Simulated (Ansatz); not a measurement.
Reaction: NO (SMILES [N]=O, doublet) → NO+ (parent SMILES [N]=O, singlet) + e-
Each species at its own B3LYP-D3(BJ)/def2-TZVP minimum (Ansatz, a first-principles code).

Property: adiabatic ionisation energy (electronic), in eV. UHF or UKS for unpaired electrons; spin-orbit terms are left out. CBS(X,Y): correlation extrapolated as X^-3, Hartree-Fock from the larger set (Q,5: extrapolated as (X+1)exp(-9√X)). A bracket is a step between two methods taken in the basis named. Functionals run without relativity, which enters their misses. Double hybrids freeze cores in their MP2 part. 'core' is core correlation in cc-pwCVTZ, 'X2C' scalar relativity in cc-pVTZ-DK, both at CCSD(T). The UHF reference of NO ([N]=O, doublet) is spin-contaminated (<S^2> up to 0.04 over the pure value in the sets run).

CCSD(T)/CBS(cc-pVQZ,cc-pV5Z) + [CCSDT(Q) - CCSD(T)]/cc-pVQZ + [CCSDTQ - CCSDT(Q)]/cc-pVDZ + core + X2C (Ansatz) gives 9.24 eV.

Q: How far off this value is PBE/def2-TZVPD (Ansatz), in which direction, and how far these levels: r2SCAN/def2-TZVPD, PBE0/def2-TZVPD, wB97M-V/def2-TZVPD, B2PLYP/def2-TZVPD, CCSD(T)/CBS(cc-pVQZ,cc-pV5Z) + core + X2C?

A: PBE gives 9.49 eV, 0.25 eV above it. Differences of the others: r2SCAN/def2-TZVPD (Ansatz) 0.32; PBE0/def2-TZVPD (Ansatz) 0.30; wB97M-V/def2-TZVPD (Ansatz) 0.07; B2PLYP/def2-TZVPD (Ansatz) 0.11; CCSD(T)/CBS(cc-pVQZ,cc-pV5Z) + core + X2C (Ansatz) -0.01 eV.
